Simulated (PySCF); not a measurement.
## Which is lower?

The two ends of one reaction step of H3O2, doublet (PBE0-D4/def2-TZVP).

A:

```
5
angstrom
H -0.2140 -1.2905 1.3109
H -0.1710 -1.6611 1.9584
O -0.2771 0.0708 -1.0128
O 0.3048 1.2061 -0.7229
H 0.3892 1.6838 -1.5687
```

B:

H1  (-0.357, -0.423, 0.227)
H2  (0.029, -2.093, 1.880)
O3  (-0.630, 0.095, -0.541)
O4  (0.189, 1.252, -0.395)
H5  (0.766, 1.169, -1.164)
(Å)

Program: PySCF 2.14 with density fitting (its default auxiliary sets; JK sets also for MP2 and CCSD(T)). Basis: def2-TZVPP. Cores are frozen in the correlated methods; orbitals are unrestricted. B3LYP uses VWN-RPA correlation.

Problem. Which structure is lower at CCSD(T), and by how much? (Judge from chemistry; the value comes from the calculation.)

Solution. Computed: A, by 16.51 kcal/mol (electronic energy, against the other). By their contacts, A is a complex of HO₂ ([O][OH]) + H₂ and B is a complex of H₂O₂ ([OH][OH]) + H.

All methods give the same order:

| method | E(B) − E(A) (kcal/mol) |
| --- | --- |
| SPW92 | 14.52 |
| PBE-D4 | 18.56 |
| r2SCAN-D4 | 20.32 |
| PBE0-D4 | 17.75 |
| B3LYP-D4 | 21.31 |
| BHLYP-D4 | 21.06 |
| wB97M-V | 18.15 |
| HF | 20.50 |
| MP2 | 7.11 |
| CCSD | 17.28 |
| CCSD(T) | 16.51 |

T1 diagnostic: at most 0.030. ⟨S²⟩ of the unrestricted Hartree–Fock references: 0.75 to 0.76 (a pure state has 0.75).

Labels in which every atom is bracketed show which atoms are joined, not bond orders.

For scale, one of the runs: CCSD(T)/def2-TZVPP, 104 basis functions, launched by `OMP_NUM_THREADS=4 python run.py`. The run took about 89 s on 4 CPU threads of a Oxide Virtual Turin-like (shared host).
